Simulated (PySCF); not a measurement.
**CAM-B3LYP/6-31G(d) (spherical functions) run of C2HClF2 (SMILES FC(F)=CCl)**

Aim: the energy change on altering one bond length of C2HClF2 at CAM-B3LYP/6-31G* (spherical functions), from 2 runs. 

The results are computed with PySCF 2.14.0.

3 further runs of the same task are left out: 3 set aside as unsound or not needed.

**1. Starting point**

C2HClF2 has 6 atoms, charge 0, and is taken as a singlet. As SMILES, `FC(F)=CCl`. Geometry: relaxed at PBE0-D4/def2-TZVP.

Bond lengths: F1–C2 1.312 Å, C2–F3 1.305 Å, C2–C4 1.321 Å, C4–Cl5 1.706 Å, C4–H6 1.079 Å. Angles: F1–C2–F3 111.1°, F1–C2–C4 123.1°, F3–C2–C4 125.8°, C2–C4–Cl5 122.3°, C2–C4–H6 120.1°, Cl5–C4–H6 117.5°.

**2. The energy at CAM-B3LYP/6-31G(d) (spherical functions)**

run.py reads:

```python
from pyscf import gto, dft

mol = gto.M(
    atom='''
F    0.901010  -0.810380   1.342040
C    0.267650  -0.562200   0.220370
F    0.192510  -1.632620  -0.522730
C   -0.218360   0.626770  -0.086550
Cl  -1.039010   0.926430  -1.552100
H   -0.103800   1.452000   0.598970
''',
    verbose=3,
    max_memory=1860,
    basis='6-31g*',
)

calc0 = dft.RKS(mol)
calc0.xc = 'cam-b3lyp'
calc0.conv_tol = 1e-10
calc0.grids.level = 5
calc0.kernel()
if not calc0.converged:
    calc0 = calc0.newton().run(calc0.mo_coeff, calc0.mo_occ)

etot = calc0.e_tot
print(f'total energy: {etot:.8f} hartree')
```

Command:

```console
OMP_NUM_THREADS=1 python run.py
```

Standard output:

```text
converged SCF energy = -736.55185719438
total energy: -736.55185719 hartree
```

It took 21 s on 1 thread of Intel Xeon at 2.70GHz, shared host; peak memory 0.39 GiB.

**3. The distorted shape**

calc.py reads:

```python
from pyscf import gto, dft

molecule = gto.Mole()
molecule.atom = '''
F      1.840412    -1.868385     2.623078
C      0.643535    -1.399393     0.503429
F      0.501541    -3.422194    -0.900827
C     -0.412641     1.184424    -0.163556
Cl    -1.963444     1.750699    -2.933044
H     -0.196154     2.743882     1.131889
'''
molecule.spin = 0
molecule.max_memory = 1860
molecule.verbose = 4
molecule.unit = 'bohr'
molecule.charge = 0
molecule.basis = '6-31g*'
molecule.build()

mf = dft.RKS(molecule, xc='cam-b3lyp')
mf.conv_tol = 1e-10
mf.grids.level = 5
mf.kernel()
if not mf.converged:
    mf = mf.newton().run(mf.mo_coeff, mf.mo_occ)

e_tot = mf.e_tot
print('E = %.10f Eh' % e_tot)
```

Command:

```console
OMP_NUM_THREADS=1 python calc.py
```

Standard output:

```text
PySCF version 2.14.0

[INPUT] num. atoms = 6
[INPUT] num. electrons = 48
[INPUT] charge = 0
[INPUT] spin (= nelec alpha-beta = 2S) = 0
[INPUT] symmetry False subgroup None
[INPUT] Mole.unit = bohr
[INPUT] Symbol           X                Y                Z      unit          X                Y                Z       unit  Magmom
[INPUT]  1 F      0.973904089104  -0.988706763225   1.388073100066 AA    1.840412000000  -1.868385000000   2.623078000000 Bohr   0.0
[INPUT]  2 C      0.340544056429  -0.740526884721   0.266403154116 AA    0.643535000000  -1.399393000000   0.503429000000 Bohr   0.0
[INPUT]  3 F      0.265404067542  -1.810947076147  -0.476697119381 AA    0.501541000000  -3.422194000000  -0.900827000000 Bohr   0.0
[INPUT]  4 C     -0.218360213491   0.626770188867  -0.086550107909 AA   -0.412641000000   1.184424000000  -0.163556000000 Bohr   0.0
[INPUT]  5 Cl    -1.039009819718   0.926430013980  -1.552100043426 AA   -1.963444000000   1.750699000000  -2.933044000000 Bohr   0.0
[INPUT]  6 H     -0.103800226631   1.451999823854   0.598969864091 AA   -0.196154000000   2.743882000000   1.131889000000 Bohr   0.0

nuclear repulsion = 206.006424759026
number of shells = 34
number of NR pGTOs = 163
number of NR cGTOs = 76
basis = 6-31g*
ecp = {}

******** <class 'pyscf.dft.rks.RKS'> ********
method = RKS
initial guess = minao
damping factor = 0
level_shift factor = 0
DIIS = <class 'pyscf.scf.diis.CDIIS'>
diis_start_cycle = 1
diis_space = 8
diis_damp = 0
SCF conv_tol = 1e-10
SCF conv_tol_grad = None
SCF max_cycles = 50
direct_scf = True
direct_scf_tol = 1e-13
XC library pyscf.dft.libxc version 7.0.0
    S. Lehtola, C. Steigemann, M. J.T. Oliveira, and M. A.L. Marques.,  SoftwareX 7, 1–5 (2018)
XC functionals = cam-b3lyp
    T. Yanai, D. P. Tew, and N. C. Handy.,  Chem. Phys. Lett. 393, 51 (2004)
radial grids:
    Treutler-Ahlrichs [JCP 102, 346 (1995); DOI:10.1063/1.469408] (M4) radial grids

becke partition: Becke, JCP 88, 2547 (1988); DOI:10.1063/1.454033
pruning grids: <function nwchem_prune>
grids dens level: 5
symmetrized grids: False
atomic radii adjust function: <function treutler_atomic_radii_adjust>
small_rho_cutoff = 0
Set gradient conv threshold to 1e-05
Initial guess from minao.
tot grids = 240304
init E= -737.096808693879
  HOMO = -0.203347169334519  LUMO = 0.00426853487908607  gap/eV = 5.64951
cycle= 1 E= -736.403376928563  delta_E= 0.693  |g|= 0.75  |ddm|= 2.53
  HOMO = -0.312366947191258  LUMO = -0.0526866857051949  gap/eV = 7.06626
cycle= 2 E= -736.340068122904  delta_E= 0.0633  |g|= 0.997  |ddm|= 1.14
  HOMO = -0.289448465834711  LUMO = 0.0200044858993631  gap/eV = 8.42064
cycle= 3 E= -736.51850528238  delta_E= -0.178  |g|= 0.0495  |ddm|= 0.627
  HOMO = -0.285113312931764  LUMO = 0.0277606229828629  gap/eV = 8.51373
cycle= 4 E= -736.518756123446  delta_E= -0.000251  |g|= 0.0442  |ddm|= 0.0832
  HOMO = -0.287699077945885  LUMO = 0.0271259864177904  gap/eV = 8.56683
cycle= 5 E= -736.519234200121  delta_E= -0.000478  |g|= 0.00742  |ddm|= 0.0396
  HOMO = -0.288065844172984  LUMO = 0.0265094518962004  gap/eV = 8.56003
cycle= 6 E= -736.519248293075  delta_E= -1.41e-05  |g|= 0.00288  |ddm|= 0.0103
  HOMO = -0.287839817033664  LUMO = 0.0269185454748855  gap/eV = 8.56501
cycle= 7 E= -736.519250552269  delta_E= -2.26e-06  |g|= 0.00064  |ddm|= 0.00422
  HOMO = -0.287856666149187  LUMO = 0.0268688083247612  gap/eV = 8.56412
cycle= 8 E= -736.519250713513  delta_E= -1.61e-07  |g|= 0.000284  |ddm|= 0.00131
  HOMO = -0.287871138690609  LUMO = 0.0268590460050615  gap/eV = 8.56424
cycle= 9 E= -736.519250731646  delta_E= -1.81e-08  |g|= 0.000118  |ddm|= 0.000356
  HOMO = -0.287871007994064  LUMO = 0.0268668117372535  gap/eV = 8.56445
cycle= 10 E= -736.519250734601  delta_E= -2.95e-09  |g|= 3.36e-05  |ddm|= 0.000136
  HOMO = -0.287868787383447  LUMO = 0.0268698972233103  gap/eV = 8.56448
cycle= 11 E= -736.51925073492  delta_E= -3.19e-10  |g|= 8.4e-06  |ddm|= 5.48e-05
  HOMO = -0.287869794243103  LUMO = 0.0268686120823185  gap/eV = 8.56447
cycle= 12 E= -736.519250734931  delta_E= -1.11e-11  |g|= 3.92e-06  |ddm|= 9.92e-06
  HOMO = -0.28786964561763  LUMO = 0.0268691324734176  gap/eV = 8.56448
Extra cycle  E= -736.519250734931  delta_E= 4.55e-13  |g|= 4.5e-06  |ddm|= 6.18e-06
converged SCF energy = -736.519250734931
E = -736.5192507349 Eh
```

Run time: 23 s. Hardware: 1 thread of Intel Xeon at 2.70GHz, shared host; peak memory 0.39 GiB.

**4. Outcome**

At CAM-B3LYP/6-31G* (spherical functions):

```
                                                         quantity          value
                                        first shape: total energy  -736.55186 Eh
                                       first shape: dipole moment         1.07 D
                                         first shape: HOMO energy       -8.50 eV
                                         first shape: LUMO energy        1.85 eV
                                       first shape: HOMO–LUMO gap       10.34 eV
                                    distorted shape: total energy  -736.51925 Eh
                                   distorted shape: dipole moment         1.03 D
                                     distorted shape: HOMO energy       -7.83 eV
                                     distorted shape: LUMO energy        0.73 eV
                                   distorted shape: HOMO–LUMO gap        8.56 eV
energy change with the C2–C4 bond stretched from 1.321 to 1.519 Å       0.887 eV
```

In words: With the C2–C4 bond stretched from 1.321 to 1.519 Å the energy rises by 0.89 eV (20.5 kcal/mol). The first shape isn't relaxed at this level, so the change isn't measured from a minimum. Mulliken charges (first shape) run from -0.39 on C4 to +0.65 on C2. Mulliken charges (distorted shape) run from -0.38 on C4 to +0.60 on C2; they depend strongly on the basis.
